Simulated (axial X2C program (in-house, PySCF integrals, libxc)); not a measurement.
## LiS⁻: cheaper levels and CCSD(T), with spin–orbit coupling

Calculated with an axial X2C code built on PySCF integrals. Two-component (2c) means X2C with spin–orbit coupling and atomic mean-field two-electron Coulomb and Gaunt terms. Basis: S dyall-av3z [9s8p3d2f], Li dyall-av3z [9s9p3d] (cores contracted in-house); Gaussian nuclei, density fitting, unrestricted open shells. Masses: S 31.972 u, Li 7.016 u.

State: Ω = 0 (closed shell); fragments S- + Li.

| level | Re (Å) | ωe (cm⁻¹) | De (eV) |
| --- | --- | --- | --- |
| PBE0 | 2.054 | 654.9 | 2.24 |
| HF | 2.053 | 680.9 | n/a |
| MP2 | 2.092 | 622.0 | 2.37 |
| CCSD | 2.073 | 645.9 | 2.11 |
| r2SCAN | 2.070 | 639.5 | 2.35 |

Correlated methods: 8 electrons correlated (number of frozen shells: S 2 s, 1 p; Li 1 s), 188 virtual spin orbitals or spinors in MP2, 90 natural virtuals in coupled cluster.

CCSD(T), same Hamiltonian and basis:

Re = 2.088 Å, ωe = 623.0 cm⁻¹, De = 2.27 eV; T1 = 0.018 (Lee–Taylor normalisation).

Question: Give the differences from CCSD(T) in the columns below.

Answer: 

```
 level  ΔRe (Å)  Δωe (cm⁻¹)  ΔDe (eV)
  PBE0   -0.034          32     -0.03
    HF   -0.035          58       n/a
   MP2    0.004          -1      0.10
  CCSD   -0.015          23     -0.16
r2SCAN   -0.018          16      0.08
```

One determinant describes the state; a PBE0 search over occupations chose it and may have missed a lower one. Closed shells are restricted here (equal orbitals for both partners); the stretched side of such a curve lies too high. Dissociation energies refer to the lowest single-determinant-based atoms at the same level and basis. De is not given where an atomic determinant may have missed its ground term or J level, or where the truncated virtual space spoils (T). CCSD and (T) use frozen natural virtuals with an MP2 correction for the truncation; (T) itself is uncorrected, so its De runs slightly low. The 2c atoms are single determinants rather than J levels; their spin–orbit lowering is only partly caught, and De is too large by that part. This holds for PBE0, r2SCAN. The functionals have no current-density term, which raises determinants with orbital currents, atoms included. The highest occupied level of some functionals is positive through self-interaction error; at Hartree–Fock it is bound.
